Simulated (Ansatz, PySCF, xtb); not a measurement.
Dissociation curve of LiH, singlet.

Methods: RCCSD(T) = CCSD(T) on RHF/cc-pVTZ, frozen core in Ansatz (a quantum-chemistry and plane-wave program); RHF/LANL2DZ = restricted Hartree-Fock/LANL2DZ in PySCF; UCCSD = CCSD on UHF/cc-pVTZ, frozen core (Ansatz); GFN1-xTB (xtb).

Energies are in eV, each relative to the lowest point of its own curve near equilibrium.

| R / Å | RCCSD(T) | RHF/LANL2DZ | UCCSD | GFN1-xTB |
|---|---|---|---|---|
| 1.21 | 0.835 | 0.980 | 0.835 | 0.269 |
| 1.28 | 0.514 | 0.623 | 0.514 | 0.117 |
| 1.34 | 0.317 | 0.397 | 0.317 | 0.044 |
| 1.46 | 0.083 | 0.119 | 0.083 | 0.000 |
| 1.52 | 0.027 | 0.047 | 0.027 | … |
| 1.53 | 0.021 | 0.039 | 0.021 | 0.017 |
| 1.60 | 0.000 | … | 0.000 | 0.056 |
| 1.64 | 0.003 | 0.000 | 0.003 | 0.086 |
| 1.69 | 0.019 | 0.010 | 0.019 | 0.130 |
| 1.75 | 0.053 | 0.041 | 0.053 | 0.191 |
| 1.84 | 0.129 | 0.117 | 0.129 | 0.300 |
| 1.99 | 0.301 | 0.299 | 0.301 | 0.518 |
| 2.12 | 0.476 | 0.494 | 0.476 | 0.726 |
| 2.42 | 0.910 | 1.003 | 0.910 | 1.234 |
| 2.65 | 1.233 | 1.405 | 1.233 | 1.642 |
| 2.87 | 1.513 | … | 1.514 | … |
| 3.17 | 1.834 | 2.261 | 1.835 | 2.598 |
| 3.52 | 2.106 | 2.771 | 2.107 | 3.215 |
| 3.96 | 2.301 | 3.331 | 2.301 | … |
| 4.34 | 2.380 | 3.750 | 2.380 | 4.365 |
| 4.72 | 2.416 | 4.116 | 2.416 | — |
| 5.60 | 2.441 | 4.785 | 2.441 | — |
| 6.36 | 2.444 | … | 2.444 | — |

### Question
Complete the blanks.

### Answer

- 1.52, GFN1-xTB: 0.013
- 1.60, RHF/LANL2DZ: 0.003
- 2.87, RHF/LANL2DZ: 1.780
- 2.87, GFN1-xTB: 2.045
- 3.96, GFN1-xTB: 3.897
- 6.36, RHF/LANL2DZ: 5.182

Dashes: no converged value, or the column stops at the first point that the program doubted or that broke a chosen test of continuity, which isn't proof of a fault.

With two correlated electrons CCSD is exact in the basis where it finds the lowest root (RCCSD(T), UCCSD). The restricted form behind RHF/LANL2DZ keeps the bonding electrons paired and can't separate into open-shell fragments. The unrestricted determinant behind UCCSD is spin-contaminated at 2.42 to 6.36 Å (<S²> up to 1.0, against 0.00 for a pure singlet).
